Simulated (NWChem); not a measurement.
# C2H4ClF (1-chloro-2-fluoroethane): levels of theory compared

Aim: a comparison of 6 runs (HF/STO-3G, PBE/6-31G, B3LYP/6-31G*, PBE0/cc-pVTZ, MP2/6-311+G**) of C2H4ClF (1-chloro-2-fluoroethane). 

The results are computed with NWChem 7.3.0.

### 1 The molecule

C2H4ClF has 8 atoms, charge 0, and is taken as a singlet. SMILES: `FCCCl`. The shape is that of a PBE0-D4/def2-TZVP optimisation. This is one conformer, not always the lowest.

Bond lengths: F1–C2 1.375 Å, C2–C3 1.501 Å, C3–Cl4 1.778 Å, C2–H5 1.093 Å, C2–H6 1.096 Å, C3–H7 1.090 Å, C3–H8 1.091 Å. Some angles: F1–C2–C3 110.9°, C2–C3–Cl4 112.2°, F1–C2–H5 108.3°, F1–C2–H6 108.0°, C3–C2–H5 111.2°, C3–C2–H6 109.0°, C2–C3–H7 110.7°, C2–C3–H8 109.7°, Cl4–C3–H7 107.4°, Cl4–C3–H8 107.5°.

### 2 Energy and forces at HF/STO-3G (run 1)

Contents of c2h4clf.nw:

```
start c2h4clf
title "C2H4ClF hf"
memory total 2200 mb

geometry noautosym nocenter noautoz
   F     -1.336980     0.498150     1.030500
   C     -0.143560     0.671020     0.368890
   C      0.300450    -0.609920    -0.275720
   Cl    -0.759330    -1.087620    -1.620890
   H     -0.273910     1.462220    -0.374180
   H      0.609620     0.981160     1.102570
   H      0.296790    -1.425630     0.446820
   H      1.306920    -0.489380    -0.677980
end

basis spherical bse
   * library STO-3G
end

scf
   thresh 1e-08
   maxiter 80
   print medium
end

task scf gradient
```

Started as:

```sh
$ nwchem c2h4clf.nw > c2h4clf.out
```

The log of the run:

```text
[...]
  functions       =    28
[...]
  wavefunction    = RHF
[...]
         Total SCF energy =   -629.747439824346
      One-electron energy =  -1193.640853920452
      Two-electron energy =    402.221395005233
 Nuclear repulsion energy =    161.672019090873
        Time for solution =      0.8s
[...]
                         RHF ENERGY GRADIENTS
    atom               coordinates                        gradient
                 x          y          z           x          y          z
   1 F      -2.526526   0.941367   1.947363    0.013775   0.002667  -0.006901
   2 C      -0.271289   1.268044   0.697101    0.013800  -0.028627  -0.018916
   3 C       0.567768  -1.152582  -0.521035   -0.028538   0.023541   0.003006
   4 Cl     -1.434926  -2.055304  -3.063038    0.014638   0.006190   0.017699
   5 H      -0.517615   2.763195  -0.707098   -0.005913  -0.003256   0.004437
   6 H       1.152015   1.854124   2.083555   -0.006215  -0.002278   0.002244
   7 H       0.560852  -2.694050   0.844367   -0.001402  -0.000207  -0.000746
   8 H       2.469721  -0.924794  -1.281196   -0.000146   0.001970  -0.000824
[...]
```

It took 1.6 s on 1 thread of Intel Xeon Platinum 8559C (Emerald Rapids), shared host; peak memory 0.1 GiB.

### 3 Energy and gradient at PBE/6-31G (run 2)

Contents of work.nw:

```
start work
title "C2H4ClF"
memory stack 880 mb heap 220 mb global 1100 mb
charge 0

geometry units angstrom noautosym nocenter noautoz
 F    -1.336980    0.498150    1.030500
 C    -0.143560    0.671020    0.368890
 C     0.300450   -0.609920   -0.275720
 Cl   -0.759330   -1.087620   -1.620890
 H    -0.273910    1.462220   -0.374180
 H     0.609620    0.981160    1.102570
 H     0.296790   -1.425630    0.446820
 H     1.306920   -0.489380   -0.677980
end

basis "ao basis" spherical bse
 F library 6-31G
 C library 6-31G
 Cl library 6-31G
 H library 6-31G
end

dft
 xc xpbe96 cpbe96
 grid xfine
 convergence energy 1e-08
 maxiter 100
 mulliken
 print medium
end

task dft gradient
```

Started as:

```sh
$ nwchem work.nw > work.out
```

The log of the run:

```text
[...]
          Wavefunction type:  closed shell.
          No. of atoms     :     8
          No. of electrons :    42
[...]
          Charge           :     0
          Spin multiplicity:     1
[...]
          AO basis - number of functions:    48
[...]
              XC Information
              --------------
          PerdewBurkeErnzerhof Exchange Functional  1.000
            Perdew 1991 LDA Correlation Functional  1.000 local
           PerdewBurkeErnz. Correlation Functional  1.000 non-local
[...]
 d= 0,ls=0.0,diis     1   -638.0848851066 -8.00D+02  4.24D-02  7.79D-01     1.5
[...]
 d= 0,ls=0.0,diis    10   -638.1795927454 -4.07D-09  1.19D-06  4.45D-09    11.1
         Total DFT energy =     -638.179592745351
      One electron energy =    -1200.979878620251
           Coulomb energy =      451.827839726672
    Exchange-Corr. energy =      -50.699572942645
 Nuclear repulsion energy =      161.672019090873
[...]
      Total Density - Mulliken Population Analysis
     ---------------------------------------------
    Atom       Charge   Shell Charges
 -----------   ------   -------------------------------------------------------
    1 F    9     9.30   2.00  0.93  3.29  1.07  2.01
    2 C    6     5.96   2.00  0.70  2.07  0.54  0.66
    3 C    6     6.54   2.00  0.67  2.09  0.77  1.02
    4 Cl  17    16.97   2.00  2.00  5.97  1.42  3.61  0.52  1.45
    5 H    1     0.83   0.54  0.29
    6 H    1     0.84   0.54  0.30
    7 H    1     0.77   0.53  0.24
    8 H    1     0.79   0.53  0.26
[...]
  wavefunction    = closed shell
                         DFT ENERGY GRADIENTS
    atom               coordinates                        gradient
                 x          y          z           x          y          z
   1 F      -2.526526   0.941367   1.947363    0.040625   0.006380  -0.021893
   2 C      -0.271289   1.268044   0.697101   -0.027574  -0.006939   0.012124
   3 C       0.567768  -1.152582  -0.521035   -0.020106  -0.007241  -0.019865
   4 Cl     -1.434926  -2.055304  -3.063038    0.024107   0.011849   0.030696
   5 H      -0.517615   2.763195  -0.707098   -0.002021  -0.005501   0.005809
   6 H       1.152015   1.854124   2.083555   -0.007318  -0.002507  -0.003111
   7 H       0.560852  -2.694050   0.844367   -0.000776   0.004258  -0.005300
   8 H       2.469721  -0.924794  -1.281196   -0.006936  -0.000300   0.001540
[...]
```

It took 14 s on 1 thread of Intel Xeon Platinum 8559C (Emerald Rapids), shared host; peak memory 0.15 GiB.

Runs 3 to 5 aren't shown in full; the table further down has their settings and results.

### 4 Energy and forces at MP2/6-311+G(d,p) (run 6)

Contents of struct.nw:

```
START struct
TITLE "C2H4ClF mp2"
memory stack 880 mb heap 220 mb global 1100 mb
GEOMETRY units angstroms noautosym nocenter noautoz
  F    -1.336980    0.498150    1.030500
  C    -0.143560    0.671020    0.368890
  C     0.300450   -0.609920   -0.275720
  Cl   -0.759330   -1.087620   -1.620890
  H    -0.273910    1.462220   -0.374180
  H     0.609620    0.981160    1.102570
  H     0.296790   -1.425630    0.446820
  H     1.306920   -0.489380   -0.677980
END
BASIS spherical bse
  * library 6-311+G**
END
SCF
  thresh 1e-08
  maxiter 80
END
MP2
  freeze core 8
  tight
END
TASK mp2 gradient
```

Started as:

```sh
$ nwchem struct.nw > struct.out
```

The log of the run:

```text
[...]
  functions       =   120
[...]
  wavefunction    = RHF
[...]
         Total SCF energy =   -637.056999885222
      One-electron energy =  -1200.822324174624
      Two-electron energy =    402.093305198529
 Nuclear repulsion energy =    161.672019090873
        Time for solution =     34.7s
[...]
          Total MP2 energy          -637.700877517877
[...]
                         mp2 ENERGY GRADIENTS
    atom               coordinates                        gradient
                 x          y          z           x          y          z
   1 F      -2.526526   0.941367   1.947363    0.006621   0.001426  -0.003076
   2 C      -0.271289   1.268044   0.697101   -0.006742  -0.005760   0.001797
   3 C       0.567768  -1.152582  -0.521035   -0.001153   0.005998   0.002657
   4 Cl     -1.434926  -2.055304  -3.063038    0.001451  -0.000702   0.000570
   5 H      -0.517615   2.763195  -0.707098    0.000425   0.000341  -0.000091
   6 H       1.152015   1.854124   2.083555    0.000523   0.000262  -0.000020
   7 H       0.560852  -2.694050   0.844367   -0.000196  -0.000485  -0.001415
   8 H       2.469721  -0.924794  -1.281196   -0.000928  -0.001079  -0.000421
[...]
```

Wall time 89 s (1 thread of Intel Xeon Platinum 8559C (Emerald Rapids), shared host); peak memory 0.56 GiB.

### 5 Overview of the runs

```tsv
run	level	iteration cap	module	energy (Eh)	dipole moment (D)	HOMO energy (eV)	LUMO energy (eV)	wall time
1	HF/STO-3G	80	scf	-629.747440	2.73	-10.31	9.93	1.6 s
2	PBE/6-31G	100	dft	-638.179593	2.95	-7.05	-0.03	14 s
3	B3LYP/6-31G* (spherical functions)	100	dft	-638.641599	2.69	-8.17	0.81	23 s
4	B3LYP/6-31G* (Cartesian functions)	100	dft	-638.647561	2.69	-8.18	0.81	27 s
5	PBE0/cc-pVTZ	100	dft	-638.400874	2.68	-8.58	0.70	2.5 min
6	MP2/6-311+G**	80	mp2	-637.700878	2.82	-12.05	1.75	89 s
```

### 6 What came out

```
                                                      quantity          value
                                           run 6: total energy  -637.70088 Eh
run 6: dipole moment (of the density that the program reports)         2.82 D
                    run 6: HOMO energy (Hartree–Fock orbitals)      -12.05 eV
                    run 6: LUMO energy (Hartree–Fock orbitals)        1.75 eV
                  run 6: HOMO–LUMO gap (Hartree–Fock orbitals)       13.79 eV
            run 6: correlation energy (8 core orbitals frozen)     -643.9 mEh
                               run 6: largest force on an atom     0.465 eV/Å
```

The dipole moment (its size) runs from 2.68 D (PBE0/cc-pVTZ) to 2.95 D (PBE/6-31G). The two ends differ in method and basis. Over runs 1, 2, 3, 4, 5 the HOMO–LUMO gap runs from 7.01 eV (PBE/6-31G) to 20.24 eV (HF/STO-3G). Totals of different functionals can't be ranked against each other. In run 1 the basis is minimal, so the values are rough. All runs together took 5.1 min, the longest 2.5 min.
